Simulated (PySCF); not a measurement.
# Molecular orbitals of SiO

PBE0 at R = 1.524 Å; Si pcseg-1, O pcseg-1; no relativity (PySCF 2.14). State: triplet, unpaired electrons π ↑↑, a mixture of terms (⟨Lz²⟩ = 2.0), a second solution, started from another occupation. Only the outer orbitals are listed, counted within each symmetry.

| spin | orbital | occ. | ε (eV) | on Si (%) | main shells (%) |
| --- | --- | --- | --- | --- | --- |
| α | 5σ | 1 | -30.35 | 13 | 84 O s |
| α | 6σ | 1 | -14.63 | 30 | 60 O p, 27 Si s, 10 O s |
| α | 2π | 1 | -14.30 | 9 | 91 O p |
| α | 2π | 1 | -12.29 | 12 | 88 O p, 9 Si p |
| α | 7σ | 1 | -9.56 | 84 | 64 Si s, 18 Si p, 16 O p |
| α | 3π | 1 | -4.78 | 95 | 95 Si p |
| α | 3π | 0 | -2.29 | 93 | 92 Si p |
| α | 8σ | 0 | 0.54 | 105 | 92 Si p |
| α | 4π | 0 | 4.68 | 100 | 100 Si p |
| β | 5σ | 1 | -28.11 | 15 | 82 O s |
| β | 6σ | 1 | -13.63 | 26 | 62 O p, 23 Si s, 11 O s |
| β | 2π | 1 | -11.54 | 13 | 87 O p, 10 Si p |
| β | 7σ | 1 | -8.66 | 87 | 64 Si s, 21 Si p, 13 O p |
| β | 2π | 0 | -6.84 | 21 | 79 O p, 18 Si p |
| β | 3π | 0 | -1.88 | 92 | 91 Si p |
| β | 3π | 0 | -0.67 | 85 | 84 Si p, 15 O p |

Problem. Which are the highest filled and the lowest empty level, where do they sit, and how wide is the gap?

Solution. Highest filled α 3π at -4.78 eV (in %: 95 Si p); lowest empty β 2π at -6.84 eV (in %: 79 O p, 18 Si p); the gap at PBE0 is -2.06 eV.

The bond order (Mayer) is 1.20, the ⟨S²⟩ is 2.007 and the charge on Si (Mulliken, basis-dependent) is 0.17. The charge on Si (Löwdin, basis-dependent) is 0.13. The dipole moment (positive dipole means Si(−)O(+)) is 0.02 D.

Shares are Mulliken populations and can fall outside 0 to 100 %.

Counting both spins, an empty level lies below a filled one in this solution, because spin and occupation are held.
